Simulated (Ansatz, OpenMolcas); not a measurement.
# How basis sets differ on SiH (SMILES [SiH])

The species is SiH (2 atoms), meant as a doublet with charge 0. As SMILES, `[SiH]`. The shape is that of a GFN2-xTB optimisation.

```
atom   x (Å)   y (Å)   z (Å)
  Si  0.0000  0.0000  0.0000
   H  0.0000  0.0000  1.5166
```

Each level gives the energy change with the Si1–H2 bond stretched from 1.517 to 2.275 Å (eV). The values are calculated.

| level | kind | program | value (eV) | CPU time (all runs) |
| --- | --- | --- | --- | --- |
| FCI/3-21G | exact in the basis | Ansatz | 1.10 | 0.92 s |
| FCI/cc-pVDZ | exact in the basis | OpenMolcas | 1.47 | 10 s |
| FCI/6-311G | exact in the basis | OpenMolcas | 1.08 | 11 s |
| FCI/6-311G** | exact in the basis | Ansatz | 1.55 | 7.2 s |

The first shape isn't each level's own minimum. The values span 1.08 to 1.55 eV. High-level rows in very small sets aren't better than simpler rows in larger ones. Times are those of the runs behind each value, whatever else they computed, on shared processors of several kinds: orders of magnitude only.
